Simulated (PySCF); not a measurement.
2,2-dimethylbutane, C6H14.
InChI=1S/C6H14/c1-5-6(2,3)4/h5H2,1-4H3

Torsions of this conformer, `[CH3:1][CH2:2][C:3]([CH3:4])([CH3:5])[CH3:6]`: C1–C2–C3–C4 180°.

The closed-shell ground state was solved at several levels (PySCF, density fitting, gas phase, non-relativistic). Isolated species at its GFN2-xTB geometry, gas phase.

```csv
level,basis functions,HOMO (eV),LUMO (eV),gap (eV),dipole (D)
PBE0/pcSseg-1,172,-8.69,1.36,10.05,0.04
CAM-B3LYP/def2-SVPD,232,-10.10,1.31,11.41,0.05
```

(1) Estimate the row for B3LYP/pcJ-1, a basis of 302 functions; the other rows only guide the guess.

(2) Over all these levels, which gives the widest orbital gap and which the narrowest?

(3) How far do the dipole and the HOMO energy spread over the levels?

Results:

(1) HOMO -8.49 eV, LUMO 1.08 eV, gap 9.57 eV, dipole 0.05 D.

(2) CAM-B3LYP/def2-SVPD (range-separated hybrid) has the widest, 11.41 eV, and B3LYP/pcJ-1 (global hybrid, 20 % exact exchange) the narrowest, 9.57 eV. Functional and basis both differ between the two, so the spread mixes both effects.

(3) The dipole runs from 0.04 to 0.05 D (mean 0.05 D) and the HOMO from -10.10 to -8.49 eV.
